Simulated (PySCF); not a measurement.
**What each rung costs, and what it gives**

Saddle point of CH8BN, singlet (CH₅B ([BH2][CH3]) + NH₃ → BNH₄ ([BH2][NH2]) + CH₄; bonds formed: C2–H5; dative contacts that become bonds: B1–N6; bonds broken: B1–C2, H5–N6), PBE0-D4/def2-TZVP structure:

```
11
angstrom
B -0.6069 -0.3729 -0.3199
C 0.7654 0.7915 -0.6293
H -0.3695 -1.3099 -1.0318
H -1.5974 0.2684 -0.5403
H 0.3993 0.1515 0.5153
N -0.3960 -0.6838 1.2079
H 0.4451 0.8648 -1.6688
H 0.7279 1.7999 -0.2082
H 1.7964 0.4273 -0.6342
H -1.0815 -0.3292 1.8537
H -0.0828 -1.6076 1.4557
```

Barriers are electronic and count from the start structure reached by relaxing down the imaginary mode.

PySCF 2.14 with density fitting (its default auxiliary sets; JK sets also for MP2 and CCSD(T)); basis: as named in each row; cores frozen in the correlated methods. B3LYP uses VWN-RPA correlation. Extrapolation: Hartree–Fock as exp(−7.88 √X), correlation as X^−2.97.

Times are rough, for one single point on 4 threads of a shared host (Arm Neoverse V1).

The estimate by CCSD(T) at an estimated basis limit (MP2 extrapolated from triple and quadruple zeta, plus CCSD(T) − MP2 in triple zeta) is 183.2 kJ/mol.

| method | basis | time (s) | barrier (kJ/mol) | method less estimate |
| --- | --- | --- | --- | --- |
| HF | STO-3G | under 1 | 324.7 | 141.6 |
| B3LYP-D4 | 6-31G | 2 | 187.1 | 4.0 |
| PBE0-D4 | def2-SVP | 4 | 169.7 | -13.5 |
| MP2 | def2-QZVPP | 4 | 177.5 | -5.7 |
| PBE-D4 | def2-SVP | 4 | 154.2 | -29.0 |
| SPW92 | def2-TZVPP | 9 | 143.5 | -39.7 |
| BHLYP-D4 | def2-TZVPP | 10 | 195.3 | 12.2 |
| PBE0-D4 | def2-TZVPP | 11 | 170.5 | -12.7 |
| B3LYP-D4 | def2-TZVPP | 11 | 178.5 | -4.6 |
| PBE-D4 | def2-TZVPP | 12 | 156.8 | -26.4 |
| CCSD(T) | def2-SVP | 18 | 197.3 | 14.1 |
| r2SCAN-D4 | def2-TZVPP | 30 | 167.5 | -15.7 |
| wB97M-V | def2-TZVPP | 190 | 179.3 | -3.8 |
| CCSD(T) | def2-TZVPP | 320 | 187.3 | 4.1 |

All methods are single points on the PBE0-D4 structures.

T1 diagnostic: at most 0.012.

The step is the kind of exchange with an N–H group that builds nitride films in atomic layer and chemical vapour deposition.

Labels in which every atom is bracketed show which atoms are joined, not bond orders.
